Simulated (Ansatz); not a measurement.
The first iterations of a band of BClH₅N (8 atoms, charge 0, multiplicity 1).

Theory: RKS PBE/def2-SVP in Ansatz.

```json
{"movable images": "9", "climbing image": "yes", "spring": "5.0 eV/Å²", "optimiser": "quadratic models (default)", "start path": "through a guess of the saddle point", "force threshold": "0.05 eV/Å", "iteration limit": "60", "end points": "relaxed"}
```

First end point:

```xyz
8
Properties=species:S:1:pos:R:3
B -0.043 -0.110 0.227
H -0.602 0.636 1.022
H 1.168 0.046 0.124
Cl -0.907 -0.184 -1.425
N -0.248 -1.617 0.833
H -1.248 -1.871 0.797
H 0.259 -2.319 0.274
H 0.072 -1.686 1.811
```

Last end point:

```xyz
8
Properties=species:S:1:pos:R:3
B 0.217 -0.660 -0.783
H -0.706 -0.202 3.360
H 1.366 -0.278 -0.838
Cl -0.970 -0.005 -1.934
N -0.181 -1.606 0.166
H -1.137 -1.956 0.242
H 0.474 -2.018 0.831
H -0.610 -0.380 2.618
```

| iteration | highest image above the first end (eV) | largest band force component (eV/Å) |
| --- | --- | --- |
| 1 | 11.979 | 59.942 |
| 2 | 3.499 | 9.112 |
| 3 | 2.163 | 5.645 |
| 4 | 2.191 | 2.018 |
| 5 | 1.849 | 2.882 |
| 6 | 1.568 | 1.200 |
| 7 | 1.499 | 0.824 |

**Question.** Does the band converge within its limit, and where does its top end?

**Answer.** The forces met the threshold. It ended after 21 iterations with the highest image 1.545 eV above the first end. A vibrational analysis at the climbing image gives one clearly imaginary mode, 1179i cm⁻¹: a first-order saddle point. The orbitals stay closed-shell, which can raise the energy where a bond breaks towards radicals; this wasn't checked here.

Run time: 6 min on 1 thread of AMD EPYC 7R43 64-Core Processor (Zen 3), on a shared host, peak memory 0.14 GiB.
